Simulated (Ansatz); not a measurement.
## SiH3O− (SMILES [O-][SiH3]): methods side by side

SiH3O− has 5 atoms, charge -1, and is taken as a singlet. SMILES: `[O-][SiH3]`. The coordinates come from a GFN2-xTB relaxation.

```xyz
5

O    -1.4442    0.2714    0.7001
Si   -0.0827    0.0156    0.0398
H    -0.1044   -0.2474   -1.4526
H     0.6978   -1.1746    0.5614
H     0.9335    1.1350    0.1513
```

Each level gives the vertical detachment energy (to the doublet neutral) (eV). The values are calculated.

| level | kind | program | value (eV) | less FCI/STO-3G | CPU time (all runs) |
| --- | --- | --- | --- | --- | --- |
| r2SCAN0/STO-3G | hybrid meta-GGA | Ansatz | -3.24 | +1.37 | 33 s |
| CAM-B3LYP/STO-3G | range-separated hybrid | Ansatz | -3.19 | +1.42 | 18 s |
| HSE06/STO-3G | range-separated hybrid | Ansatz | -3.17 | +1.44 | 13 s |
| B2PLYP/STO-3G | double hybrid | Ansatz | -3.60 | +1.01 | 22 s |
| MP2/STO-3G | perturbation theory | Ansatz | -4.58 | +0.03 | 0.63 s |
| CCSD(T)/STO-3G | coupled cluster or CI | Ansatz | -4.61 | 0.00 | 0.77 s |
| CCSD/STO-3G | coupled cluster or CI | Ansatz | -4.73 | -0.12 | 0.77 s |
| CCSDTQ/STO-3G | coupled cluster or CI | Ansatz | -4.61 | 0.00 | 49 s |
| FCI/STO-3G | exact in the basis | Ansatz | -4.61 | 0.00 | 4.1 s |

FCI/STO-3G is exact within its basis and frozen core, so for wave-function methods in that basis the difference is their error; functionals converge differently with the basis, so for them it is only a difference. Sets without diffuse functions describe the anion poorly. The values span -4.73 to -3.17 eV. All rows use very small basis sets, so none should be taken for the real molecule's value. In so small a basis fixed costs decide the times, and correlated methods can beat functionals. CPU times are rough (shared hosts, several kinds of processor and program).
